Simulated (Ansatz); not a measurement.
System: A-type hexagonal La2O3. Method: LDA in Ansatz (PAW).

Settings: plane-wave cutoff 520 eV, 6×6×4 k mesh (along the axes of the cell as run), perturbation theory, force constants from a 6×6×2 q mesh, scalar-relativistic PAW data made under PBE.

Computed at the level's own relaxed cell. Harmonic vibrational thermodynamics at fixed volume:

```
T (K)  S_vib (J/K per mol of atoms)  C_V (J/K per mol of atoms)  F_vib (eV/atom)
-----  ----------------------------  --------------------------  ---------------
100                            7.24                       10.82           0.0461
200                             ___                         ___              ___
300                             ___                         ___              ___
400                             ___                         ___              ___
600                             ___                         ___              ___
800                             ___                         ___              ___
900                             ___                         ___              ___
```

**Question.** Complete the blanks.

**Answer.** 
- 200, S_vib (J/K per mol of atoms): 17.40
- 200, C_V (J/K per mol of atoms): 18.29
- 200, F_vib (eV/atom): 0.0331
- 300, S_vib (J/K per mol of atoms): 25.49
- 300, C_V (J/K per mol of atoms): 21.38
- 300, F_vib (eV/atom): 0.0108
- 400, S_vib (J/K per mol of atoms): 31.86
- 400, C_V (J/K per mol of atoms): 22.79
- 400, F_vib (eV/atom): -0.0191
- 600, S_vib (J/K per mol of atoms): 41.35
- 600, C_V (J/K per mol of atoms): 23.93
- 600, F_vib (eV/atom): -0.0955
- 800, S_vib (J/K per mol of atoms): 48.30
- 800, C_V (J/K per mol of atoms): 24.36
- 800, F_vib (eV/atom): -0.1888
- 900, S_vib (J/K per mol of atoms): 51.18
- 900, C_V (J/K per mol of atoms): 24.48
- 900, F_vib (eV/atom): -0.2404

The crystal is taken as a harmonic solid at every temperature: melting, phase changes and thermal expansion are not seen.

Ansatz is a program for electronic structure.
